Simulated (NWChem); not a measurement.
System: sulfur dioxide (SO$_{2}$); SMILES O=S=O

The following NWChem deck was run.

```
start job
memory heap 200 mb stack 900 mb global 1100 mb
geometry units angstroms noautosym nocenter noautoz
  O      1.250381     0.000000     0.373591
  S      0.000000     0.000000    -0.369092
  O     -1.250381     0.000000     0.373591
end
basis spherical
  * library def2-tzvpd
end
dft
  xc hfexch
  iterations 150
end
property
  response 1 0.0
end
task dft property
```

Coordinates come from a PBE0/def2-SVP optimisation.

Static field.

Task: Give the results of this calculation. (Hartree-Fock/def2-TZVPD.) Quantities: basis functions; isotropic polarisability (bohr³); anisotropy (bohr³).

Result: 
```
Item                              Result
--------------------------------  ------
number of basis functions            126
isotropic polarisability (bohr³)    24.2
anisotropy (bohr³)                  12.8
```
